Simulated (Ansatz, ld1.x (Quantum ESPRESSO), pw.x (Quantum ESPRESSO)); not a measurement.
**From atom to crystal: TM potential for silicon**

- Element: Si (Z = 14)
- Generator: ld1.x (Quantum ESPRESSO) 7.5
- Type: norm-conserving Troullier–Martins (Kleinman–Bylander form)
- Functional: PBE
- Relativity: scalar-relativistic
- Frozen core: [Ne]
- Valence charge: 4
- Reference configuration: 3s2 3p2
- Partial waves: 3s (bound): rc 1.90 bohr; 3p (bound): rc 2.45 bohr; 3d channel at 0.45 Ry: rc 2.20 bohr
- Local potential: all-electron potential smoothed inside 2.10 bohr (lloc = -1)
- Core correction: none

Crystal test: diamond Si in pw.x 7.5, no spin, 8³ k-points, Fermi–Dirac smearing 0.01 Ry, cutoffs 45/180 Ry. The reference is all-electron LAPW (Ansatz 0.2.0) with the same functional, mesh and smearing; V0 and B0 come from Birch–Murnaghan fits to the pressures at five volumes. Errors are pseudo minus all-electron; Δ is the rms difference of the E(V) curves that follow from these fits, minima aligned, over ±6 % about the mean V0. Mesh and smearing are coarse, so the numbers serve the comparison and aren't converged zero-temperature values; the lattice is a test structure that the element need not adopt.

```json
{"V (Å³/atom)": "19.440", "P all-electron (GPa)": "5.01", "P pseudo (GPa)": "4.80"}
{"V (Å³/atom)": "19.951", "P all-electron (GPa)": "2.31", "P pseudo (GPa)": "2.15"}
{"V (Å³/atom)": "20.463", "P all-electron (GPa)": "-0.05", "P pseudo (GPa)": "-0.18"}
{"V (Å³/atom)": "20.975", "P all-electron (GPa)": "-2.12", "P pseudo (GPa)": "-2.23"}
{"V (Å³/atom)": "21.486", "P all-electron (GPa)": "-3.93", "P pseudo (GPa)": "-4.01"}
```

All-electron: a0 = 5.469 Å (V0 = 20.45 Å³/atom), B0 = 88.5 GPa.

Pseudopotential: mean pressure error (GPa): -0.14; a0 (Å): 5.467; a0 error (%): -0.05; B0 error (%): -0.7; Δ (meV/atom): 0.6. The largest radius (2.45 bohr) exceeds half the bond length (2.24 bohr), so the spheres overlap, which is one possible source of error among others.

Problem. At the middle volume, how do free energy and pressure move when the wave cutoff is lowered (ecutrho kept at four times it)?

Solution.

```json
{"cutoff (Ry)": "20", "shift of F (meV/atom)": "+53.6", "shift of P (GPa)": "-0.26"}
{"cutoff (Ry)": "27", "shift of F (meV/atom)": "+27.0", "shift of P (GPa)": "-0.60"}
{"cutoff (Ry)": "36", "shift of F (meV/atom)": "+3.2", "shift of P (GPa)": "-0.20"}
```

The run at the middle volume (29 k-points, 7 iterations) took about 3.1 s on one core of a shared host (Neoverse-V2, 96 threads, 742 GiB, load 27).
